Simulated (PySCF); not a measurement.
SiH2, SMILES [SiH2] (connectivity only; charge and spin as stated), neutral, multiplicity 1.

The structure is a stationary point at r2SCAN-D4/def2-TZVPD. The isomer is the one that the SMILES or the coordinates give; other isomers of the formula were not compared.

Two levels are set side by side: TDDFT-PBE/def2-TZVPD (PySCF) and EOM-CCSD/aug-cc-pVDZ (PySCF). Vertical, same geometry; the bases differ. Differences are taken from unrounded values.

| quantity | EOM-CCSD | TDDFT-PBE | TDDFT-PBE minus EOM-CCSD |
|---|---|---|---|
| lowest singlet excitation (eV) | 2.47 | 2.31 | -0.17 |
| lowest triplet excitation (TDA for PBE) (eV) | 1.21 | 1.08 | -0.13 |

A lower first singlet is the usual sign of a functional without exact exchange. Differences between two approximate levels are no errors against the true value.

Rough cost on one machine, each run with all the roots and properties that it gave: EOM-CCSD against TDDFT-PBE within a factor of 2.
